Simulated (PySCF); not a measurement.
Atom-mapped SMILES (the numbers label the heavy atoms): `[O:1]=[C:2]([F:3])[CH:4]1[CH2:5][CH2:6]1`. Each H is labelled by its parent atom. Ha(C5), Ha(C6) are cis to C2 on the ring; Hb(C5), Hb(C6) are trans to C2 on the ring.

Geometry: PBE0-D3(BJ)/def2-SVP; GIAO absolute shieldings from PySCF 2.14.0 with density-fitted response routines, gas phase, non-relativistic, averaged over equivalent atoms.

At PBE0/pcSseg-0 (64 basis functions, 4.7 s wall time on 1 thread of an Intel Xeon Platinum 8488C, shared host):
| atoms | σ (ppm) |
| --- | --- |
| O1 | -117.1 |
| C2 | 5.1 |
| C4 | 178.5 |
| C5/C6 | 178.6 |
| F3 | 105.8 |
| Hb(C5)/Hb(C6) | 31.27 |
| Ha(C5)/Ha(C6) | 31.32 |
| H(C4) | 31.54 |

Task: Estimate the result of repeating the calculation with PBE0/IGLO-III.

Result: 
```
        atoms  σ at PBE0/IGLO-III  change
           O1               -67.3   +49.8
           C2                 7.2    +2.1
           C4               171.3    -7.2
        C5/C6               170.6    -8.0
           F3               123.3   +17.5
Hb(C5)/Hb(C6)               30.40   -0.87
Ha(C5)/Ha(C6)               30.19   -1.13
        H(C4)               29.86   -1.68
```

The largest change is at O1 (carbonyl oxygen). Cost: 260 basis functions, 32 s wall time on 1 thread of an Intel Xeon Platinum 8488C, shared host. The order of the carbon signals changes between the two levels.
